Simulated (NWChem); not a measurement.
**Excited singlets of formic acid (CH$_{2}$O$_{2}$) by symmetry**

SMILES: O=CO
```xyz
5

O      0.7441     0.8276     0.0000
C      0.1773    -0.3776     0.0000
O     -1.0006    -0.5842     0.0000
H      0.0245     1.4806     0.0000
H      0.9640    -1.1615     0.0000
```
Charge 0, spin multiplicity 1.

All runs are NWChem calculations. Structure: optimised with PBE0/def2-SVP, a minimum by its harmonic frequencies. It is one conformer; others weren't searched.

Basis set: def2-SVPD. Symmetry labels belong to the abelian group Cs used in the runs, with the axes of the coordinates shown. Entries are the lowest vertical excitation energy of each symmetry in eV (for CIS and TDDFT among the lowest few roots); a state of one symmetry need not have the same character in every method. Symmetries that some method's roots don't reach, or where a double excitation leads the EOM-CCSD root, are left out.

The correlated methods keep 3 core orbitals frozen. B3LYP has NWChem's definition, with VWN1-RPA local correlation. No row is a measurement; the coupled-cluster row has its own basis-set and correlation limits.

```csv
method,a",a'
CIS,6.75,9.66
TD-PBE,5.71,6.87
TD-B3LYP,5.84,7.56
TDA-PBE0,5.92,7.88
EOM-CCSD,6.01,8.18
```
